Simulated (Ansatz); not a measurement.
# HS2O− (SMILES [S-]OS): single points off equilibrium

An exercise on one series of results from a longer session: the logs are not shown, and one member is left open.

The runs use Ansatz 0.2.0, Gaussian basis; single points in def2-TZVPPD.

Cores are frozen in the correlated methods. B3LYP uses VWN-RPA correlation.

## Where the work starts

SMILES `[S-]OS`, 4 atoms, charge -1, spin multiplicity 1.

Atoms are counted from 1 here; the program's logs count them from 0.

Bond lengths: S1–O2 1.534 Å, O2–S3 1.789 Å, S3–H4 1.232 Å. Angles: S1–O2–S3 127.2°, O2–S3–H4 94.2°.

Coordinates:

```xyz
4
charge -1, multiplicity 1
S    -1.6098   -0.1328    0.8738
O    -0.2597    0.5371    0.5862
S     0.7353    0.3762   -0.8914
H     1.1555   -0.7433   -0.5966
```

The first run:

Contents of run/in.yaml:

```yaml
crystal:
  periodic: [false, false, false]
  atoms:
    - {symbol: S, position_ang: [-1.609800, -0.132800, 0.873800]}
    - {symbol: O, position_ang: [-0.259700, 0.537100, 0.586200]}
    - {symbol: S, position_ang: [0.735300, 0.376200, -0.891400]}
    - {symbol: H, position_ang: [1.155500, -0.743300, -0.596600]}
basis:
  gaussian: {orbitals: "def2-TZVPPD.json"}
total_charge: -1
correlation: {method: ccsd_t}
output: {forces: true}
```

The basis file named in the input lies beside it (Basis Set Exchange, JSON).

No record of the launch command was kept for these runs.

Steps of the session up to this table: CCSD(T)/def2-TZVPPD; PBE0-D4/def2-TZVPPD; wB97M-V/def2-TZVPPD; r2SCAN-D4/def2-TZVPPD; PBE-D4/def2-TZVPPD; r2SCAN0-D4/def2-TZVPPD; B3LYP-D4/def2-TZVPPD.

One of the session's tables, all rows but one given; the rest of the session is left out.

```
    method  RMS force component (eV/Å)  angle to CCSD(T) forces (°)
   CCSD(T)                       2.872                    reference
   PBE0-D4                       2.632                          4.8
   wB97M-V                           ?                            ?
 r2SCAN-D4                       2.590                          7.6
    PBE-D4                       2.691                         10.4
r2SCAN0-D4                       2.587                          4.7
  B3LYP-D4                       2.659                          4.3
```

Estimate the missing values for wB97M-V.

The run gave: RMS force component (eV/Å): 2.906; angle to CCSD(T) forces (°): 6.3. In the column «RMS force component (eV/Å)» it is the highest.

Caveats from the session: The anion's highest level is positive in at least one run, so there the basis alone may hold the extra electron.
